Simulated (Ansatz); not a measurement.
## Solid CO2 (dry ice)

The numbers are results of r²SCAN (plane waves, PAW; Ansatz, a quantum-chemistry and plane-wave program), not measurements.

Numerical settings: plane-wave cutoff 600 eV, 4×4×4 k mesh, finite displacements, scalar-relativistic PAW data made under PBE.

Cell: relaxed at this level.

* **high-frequency dielectric constant**: 1.94
* **static dielectric constant**: 2.19

Note: the cell comes from a level without a dispersion term, which matters for the spacing of layers, chains or molecules.

It cost around 7 core-minutes (rough) of CPU time.
